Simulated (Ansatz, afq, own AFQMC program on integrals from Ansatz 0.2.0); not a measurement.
# O, triplet → O⁺, doublet

A free O atom.

E(doublet, charge +1) − E(triplet, charge +0) at this geometry, on UHF and ROHF determinants.

Basis aug-cc-pVTZ. Noble-gas cores (and the filled d shells of Ga–Kr and In–Xe) are frozen. Ansatz 0.2.0 and our own AFQMC program on the same integrals; the CISD trial comes from CCSD amplitudes, and released means the phaseless constraint is let go. Error bars are statistical, one sigma. The errors of all members are added in quadrature.

Full CI is exact in this basis; where marked, its frozen core comes from its own orbitals, which moves totals by up to a few meV.

Errors are counted within aug-cc-pVTZ, not against nature.

Cautions: O (triplet): full CI with its own frozen core; O⁺ (doublet): a spin-contaminated unrestricted determinant lies lower (UHF 2.92 eV lower, ⟨S²⟩ 1.76), strong correlation (T1 0.012, weight of the determinant 0.80, largest double 0.45), (T) is large, 7 % of the CCSD correlation, the CCSDT(Q) amplitudes may be one of several solutions (largest double 0.96), the released energies are still falling, so no released level is given (meV from the phaseless value at times in 1/Eh: -14 ± 5 at 0.24, -18 ± 4 at 0.51, -28 ± 5 at 0.99, -35 ± 6 at 1.62, -1 ± 29 at 2.40), the ph-AFQMC/CISD walk drifts between its halves (2.8 errors), full CI with its own frozen core, a state of higher spin lies lower, its ph-AFQMC/CISD value lies 154 ± 4 meV above full CI; this isn't the first ionization.

Reference (full CI): 1626.7 kJ/mol.

| level | vertical ionization energy (kJ/mol) | error against FCI (kJ/mol) |
| --- | --- | --- |
| HF | 1653.1 | 26.4 |
| MP2 | 1720.1 | 93.4 |
| CCSD | 1667.1 | 40.3 |
| CCSD(T) | 1646.5 | 19.8 |
| CCSDT | 1626.9 | 0.1 |
| CCSDT(Q) | 1627.1 | 0.4 |
| ph-AFQMC/CISD | 1641.4 ± 0.4 | 14.7 ± 0.4 |

Correlation beyond CCSD(T) takes off 19.8 kJ/mol. The perturbative (T) step is worth −20.6 kJ/mol. Where the cautions show a poor determinant, the low rows tell how each method copes with it, not its usual error.

CCSDT and higher add their correlation energy to the determinant of the CCSD(T) run, since their own runs factorise the integrals more tightly (a shift of under 2 meV). A walk keeps the symmetry of its determinant, which the program's search chose and which needn't be the lowest solution, so a lower state of the same spin and another symmetry isn't excluded.
